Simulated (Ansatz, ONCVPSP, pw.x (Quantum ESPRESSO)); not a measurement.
pw.x on bcc Mo: one setting changed

Potential: optimised norm-conserving Vanderbilt (ONCV), ONCVPSP 4.0.1, LDA (Perdew-Wang 92); core [Ar] 3d10, reference 4s2 4p6 4d6; waves: 4s: rc 1.85 bohr, ncon 4, nbas 9, qcut 5.2 1/bohr, 2 projectors, debl 3.9 Ha; 4p: rc 1.85 bohr, ncon 4, nbas 8, qcut 8.1 1/bohr, 2 projectors, debl 2.6 Ha; 4d: rc 2.68 bohr, ncon 4, nbas 8, qcut 6.5 1/bohr, 2 projectors, debl 3.4 Ha; local part: polynomial inside 1.70 bohr (lpopt 5, dvloc0 3 Ha); core correction: Teter function, fcfact 5, rcfact 1.4.

The reference run (k-mesh 15³, cutoffs 50/200 Ry, Fermi–Dirac 0.01 Ry, mixing_beta 0.4, conv_thr 1e-9, no spin) gives 3.61 GPa at 15.067 Å³/atom, where all-electron LAPW gives 0.24 GPa. This run, with its own iteration cap, changes smearing to mp.

```
&control
  calculation='scf', prefix='x', pseudo_dir='./', outdir='./tmp', tstress=.true., disk_io='none'
/
&system
  ibrav=0, nat=1, ntyp=1, ecutwfc=50, ecutrho=200, nbnd=15,
  occupations='smearing', smearing='mp', degauss=0.01
/
&electrons
  conv_thr=1e-09, mixing_beta=0.4, electron_maxstep=50
/
ATOMIC_SPECIES
Mo 1.0 Mo.UPF
CELL_PARAMETERS angstrom
  -1.55592598 1.55592598 1.55592598
  1.55592598 -1.55592598 1.55592598
  1.55592598 1.55592598 -1.55592598
ATOMIC_POSITIONS crystal
Mo 0.0000 0.0000 0.0000
K_POINTS automatic
15 15 15 0 0 0
```

```bash
pw.x < Mo.scf.in > Mo.scf.out
```

How does the run end?

It converges in 8 iterations; the free energy moves by +20.9 meV/atom and the pressure by +0.10 GPa. This scheme is built to cancel the term in the square of the width that Fermi–Dirac smearing leaves in the F of a metal.

```
Message from routine setup:
     using ibrav=0 with symmetry is DISCOURAGED, use correct ibrav instead
     lattice parameter (alat)  =       5.0927  a.u.
     unit-cell volume          =     101.6772 (a.u.)^3
     number of electrons       =        14.00
     number of Kohn-Sham states=           15
     kinetic-energy cutoff     =      50.0000  Ry
     charge density cutoff     =     200.0000  Ry
     scf convergence threshold =      1.0E-09
     Exchange-correlation= SLA  PW   NOGX NOGC
     number of k points=   120  Methfessel-Paxton smearing, width (Ry)=  0.0100
     iteration #  1     ecut=    50.00 Ry     beta= 0.40
     total energy              =    -146.15811831 Ry
     estimated scf accuracy    <       0.18214163 Ry
     iteration #  2     ecut=    50.00 Ry     beta= 0.40
     total energy              =    -146.16142241 Ry
     estimated scf accuracy    <       0.02337723 Ry
     iteration #  3     ecut=    50.00 Ry     beta= 0.40
     total energy              =    -146.16363479 Ry
     estimated scf accuracy    <       0.00135722 Ry
     iteration #  4     ecut=    50.00 Ry     beta= 0.40
     total energy              =    -146.16375518 Ry
     estimated scf accuracy    <       0.00003715 Ry
     iteration #  5     ecut=    50.00 Ry     beta= 0.40
     total energy              =    -146.16376011 Ry
     estimated scf accuracy    <       0.00000210 Ry
     iteration #  6     ecut=    50.00 Ry     beta= 0.40
     total energy              =    -146.16376032 Ry
     estimated scf accuracy    <          7.3E-09 Ry
     iteration #  7     ecut=    50.00 Ry     beta= 0.40
     total energy              =    -146.16376031 Ry
     estimated scf accuracy    <          6.7E-09 Ry
     iteration #  8     ecut=    50.00 Ry     beta= 0.40
     the Fermi energy is    22.0187 ev
!    total energy              =    -146.16376032 Ry
     estimated scf accuracy    <          2.6E-10 Ry
     smearing contrib. (-TS)   =      -0.00004284 Ry
     The total energy is F=E-TS. E is the sum of the following terms:
     one-electron contribution =     -15.47336289 Ry
     hartree contribution      =      17.40569594 Ry
     xc contribution           =     -26.79957216 Ry
     ewald contribution        =    -121.29647837 Ry
     convergence has been achieved in   8 iterations
          total   stress  (Ry/bohr**3)                   (kbar)     P=       37.09
     Message from routine punch:
     Nothing written, as per user request (disk_io='none')
```

The run took about 14 s on one core of a shared host (Intel(R) Xeon(R) Platinum 8259CL CPU @ 2.50GHz, 96 threads, 755 GiB, load 35).
